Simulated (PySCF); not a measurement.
Structure problem from calculated spectra and properties.

Formula: C4H9F.

- XPS: C1s 290.6, C1s 290.6, C1s 290.8, C1s 292.9, F1s 692.2 eV [ΔSCF SCAN, pcX-2 on the ionised atom, pcseg-1 elsewhere, spin-free X2C]
- 13C NMR: chemical shifts (computed TMS as zero) by class: 87.4 (1 C), 38.4 (1 C), 24.6 (1 C), 17.0 (1 C) ppm [GIAO PBE0/pcSseg-1]
- UV, first state: lowest singlet excitation: 8.90 eV (139 nm, f = 0.004) [TDDFT CAM-B3LYP/def2-SVPD]
- Polarisability: 51.6 au [CAM-B3LYP/def2-SVPD]
- Rotational structure: rotational constants A, B, C: 12.847, 2.337, 2.169 GHz [GFN2-xTB]
- 1H NMR: chemical shifts (computed TMS as zero) by class: 4.77 (2 H), 1.56 (2 H), 1.46 (2 H), 1.08 (3 H) ppm [GIAO PBE0/pcSseg-1]
- Dipole: 1.85 D [CAM-B3LYP/def2-SVPD]
- UV, strongest line: among the 8 lowest singlet transitions: S4 at 9.34 eV (133 nm, f = 0.051) [TDDFT CAM-B3LYP/def2-SVPD]

Electronic properties: PySCF, gas phase, density fitting. Levels stand in brackets. One conformer (not necessarily the lowest) at the GFN2-xTB geometry, without solvent, vibrations or thermal averaging. NMR classes are plain means over equivalent atoms (diastereotopic ones count apart unless rotation or inversion swaps them), as if these changed places fast.

Q: Give a SMILES that accounts for the data.

A: Numbering: `[CH3:1][CH2:2][CH2:3][CH2:4][F:5]`. Its formula, C4H9F, gives 0 degrees of unsaturation, so no ring and no π bond. 4 carbons fall into 4 classes; from least to most shielded: sp3 C–F carbon [C4] (87.4 ppm), chain CH2 carbon [C3] (38.4 ppm), chain CH2 carbon [C2] (24.6 ppm), methyl carbon [C1] (17.0 ppm). Hydrogen classes from least to most shielded: 2 H on an sp3 C–F carbon, C4 (4.77 ppm), 2 H on a chain CH2 carbon, C2 (1.56 ppm, a mean of values up to 0.8 ppm apart in this geometry), 2 H on a chain CH2 carbon, C3 (1.46 ppm, a mean of values up to 0.6 ppm apart in this geometry), 3 H on a methyl carbon, C1 (1.08 ppm). The core levels belong to: C1s 290.6 eV, methyl carbon [C1]; C1s 290.6 eV, chain CH2 carbon [C2]; C1s 290.8 eV, chain CH2 carbon [C3]; C1s 292.9 eV, sp3 C–F carbon [C4]; F1s 692.2 eV, alkyl fluorine [F5]. The optimised geometry has point group C1 and is an asymmetric top. Structure: 1-fluorobutane, `CCCCF`. Computed isomers that give other values at the same levels: `CC(C)(C)F` (core binding energies: C1s 290.7 (×3), C1s 292.8, F1s 691.7 eV); `CC[C@H](C)F` (rotational constant A: 8.176 GHz; this holds for the one conformer computed); `CC(C)CF` (rotational constant A: 7.701 GHz; this holds for the one conformer computed). The assignments are read from this structure; whether some other isomer fits the data as well wasn't checked.

The values belong to the conformer `[CH3:1][CH2:2][CH2:3][CH2:4][F:5]`: C1–C2–C3–C4 180°, C2–C3–C4–F5 -66°.
